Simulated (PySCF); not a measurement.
These are PBE0-D3(BJ)/def2-TZVP // PBE0-D3(BJ)/def2-SVP (PySCF) values and carry that method's errors. All species are isolated molecules in the gas phase. Delta-SCF ions had no search for a lower state. 

Reference species (SMILES): `N` (neutral, multiplicity 1).

vertical ionisation energy (Delta-SCF): 10.86 eV
dipole moment: 1.78 D
HOMO: -7.69 eV

After one change: the vertical ionisation energy (Delta-SCF) drops by 2.67 eV; the dipole moment drops by 1.37 D; the HOMO increases by 1.61 eV.

Problem. What was changed between the two runs? The new species is one of these.
(A) `CN(C)C`
(B) `[C-]#[O+]`
(C) `c1ccncc1`
(D) `CSC`

Solution. A, `CN(C)C`
